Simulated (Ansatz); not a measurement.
## How far each method lies from full CI for BH$_{2}$⁺, singlet

Geometry: a point of a stretch scan, not a stationary point.

```xyz
3

B     0.0000    0.0000    0.0899
H     0.0000    0.0000   -1.3591
H     0.0000    0.0000    1.2691
```

Basis cc-pVQZ; Ansatz 0.2.0. Correlated methods freeze the noble-gas cores, which leaves 4 electrons in 114 orbitals. R marks a restricted (for open shells ROHF) determinant. Active spaces: valence = (4e, 6o) chosen from the atoms' valence shells.

Full CI is exact within this basis and frozen core; it isn't the basis-set limit.

- UHF ⟨S²⟩: 0.000
- T1 diagnostic (RCCSD): 0.0077
- largest doubles amplitude (RCCSD): 0.069

| level | E − E(RHF) (eV) |
| --- | --- |
| RMP2 | -2.0320 |
| RCCSD | -2.4987 |
| RCCSD(T) | -2.5328 |

Task: Estimate how far full CI in cc-pVQZ lies from RCCSD(T). The table doesn't fix it; the size of (T) and the diagnostics are the guide.

Result: Full CI in cc-pVQZ lies 0.9 kJ/mol below RCCSD(T), which is 27 % of the (T) step (-3.3 kJ/mol). The diagnostics give no warning, yet the rest is a sizeable part of (T).

The other levels:

| level | E − E(full CI) (kJ/mol) | share of correlation (%) | wall time |
| --- | --- | --- | --- |
| BCCD(T) | 0.9 | 99.64 | 2.8 s |
| RCCSDT | 0.1 | 99.96 | – |
| RCCSDT(Q) | 0.0 | 99.99 | 10 s (H100) |
| CASSCF (valence space) | 104.6 | 57.34 | – |
| NEVPT2 (valence space) | 33.9 | 86.19 | 10 s (H100) |
| MRCISD (valence space) | 4.5 | 98.16 | – |
| MRCISD+Q (valence space) | 2.7 | 98.91 | 10 s (H100) |

The correlation energy at full CI, counted from RHF, is -2.542 eV. That run took 43 s on 2 threads of AMD EPYC 7R13 with a shared H100 80 GB, shared host over 10,507,721 determinants.

Times hold each run's SCF and search for its determinant on a shared host, so for small cases they say little of a method's own cost; rows without a card ran on 1 thread of AMD EPYC 7R13.

The full-CI state has the irrep A1 of C2v, in the program's axes (one component, if the state is degenerate).

Natural occupations of full CI about the gap: 1.954 1.939 0.032 0.017 0.017 0.014 0.007 0.007 0.005 0.003; effectively unpaired electrons, Σ n²(2−n)², 0.03.
